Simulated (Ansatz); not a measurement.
**Which is lower?**

Two relaxed structures of AlBNH5, closed shell (PBE0-D4/def2-TZVP; forces vanish, vibrations not checked).

A:

B1  (-0.305, -0.018, -2.309)
N2  (0.054, -0.114, -1.115)
Al3  (0.606, -0.334, 0.562)
H4  (-0.475, 1.696, 0.835)
H5  (-0.644, 0.077, -3.428)
H6  (-0.213, 1.631, 1.538)
H7  (2.057, 0.155, 0.963)
H8  (-0.296, -1.163, 1.563)
(Å)

B:

| atom | x (Å) | y (Å) | z (Å) |
| --- | --- | --- | --- |
| B1 | -0.4414 | 0.7816 | -0.5147 |
| N2 | -0.5515 | 0.2406 | 0.9155 |
| Al3 | 0.6290 | -1.0526 | -0.2041 |
| H4 | -1.4004 | 0.6287 | -1.2148 |
| H5 | 0.2971 | 1.7102 | -0.6748 |
| H6 | -1.4550 | -0.0898 | 1.2260 |
| H7 | -0.1080 | 0.7688 | 1.6545 |
| H8 | 0.9781 | -2.1558 | 0.9103 |

Computed with Ansatz 0.2.0 (basis: def2-TZVPP); correlated methods freeze the cores. B3LYP uses VWN-RPA correlation.

(1) Which structure is lower at CCSD(T), and by how much? (To be estimated.)

No T1 diagnostic of these runs exceeds 0.016. The restricted Hartree–Fock reference is unstable towards an unrestricted one at one or more of these structures.

## Answers

(1) Computed: A, by 13.47 kcal/mol (electronic energy, against the other). By their contacts, A is a complex of AlBNH₃ ([BH][N][AlH2]) + H₂ and B is AlBNH₅ ([BH2]1[NH2][AlH]1).

All methods give the same order:

```json
{"method": "PBE-D4", "E(B) − E(A) (kcal/mol)": "4.77"}
{"method": "r2SCAN-D4", "E(B) − E(A) (kcal/mol)": "10.22"}
{"method": "PBE0-D4", "E(B) − E(A) (kcal/mol)": "5.16"}
{"method": "B3LYP-D4", "E(B) − E(A) (kcal/mol)": "14.31"}
{"method": "wB97M-V", "E(B) − E(A) (kcal/mol)": "12.65"}
{"method": "HF", "E(B) − E(A) (kcal/mol)": "23.47"}
{"method": "MP2", "E(B) − E(A) (kcal/mol)": "17.34"}
{"method": "CCSD", "E(B) − E(A) (kcal/mol)": "13.90"}
{"method": "CCSD(T)", "E(B) − E(A) (kcal/mol)": "13.47"}
```

Labels in which every atom is bracketed show which atoms are joined, not bond orders.

For scale, one of the runs: CCSD(T)/def2-TZVPP, 174 basis functions, launched by `ansatz run in.yaml --threads 2 --pin off --events-out ev --progress --plain --max-ram 4352MiB`. Time: 31 s of wall clock on 2 CPU threads of an AMD EPYC 7R43; the host was shared. Peak host memory: 1.5 GiB.
